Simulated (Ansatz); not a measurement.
Antiferromagnetic (type II) rock-salt NiO, treated with PBE in Ansatz (plane waves, PAW).

Settings: plane-wave cutoff 930 eV, 14×14×14 k mesh, spin-polarised with opposed moments, scalar-relativistic PAW data made under PBE.

Computed at the level's own relaxed cell.

Hill averages of the elastic tensor: K = 193.1 GPa, G = 74.7 GPa. Volume 9.212 Å³/atom, mean atomic mass 37.346 u.

Q: Work out the density, the sound velocities of a polycrystal and the elastic Debye temperature at this level.

A: ρ = 1.66054 × 37.346/9.212 = 6.732 g/cm³. v_l = √[(K + 4G/3)/ρ] = 6.594 km/s and v_t = √(G/ρ) = 3.331 km/s. The mean follows from 3/v_m³ = 1/v_l³ + 2/v_t³: v_m = 3.734 km/s. Θ_D = (ħ/k_B) v_m (6π²/V)^(1/3) = 76.38 K Å s/km × 3.734 × 1.8594 Å⁻¹ = 530 K, counting all atoms of the cell.

Ansatz is a quantum-chemistry and plane-wave program.
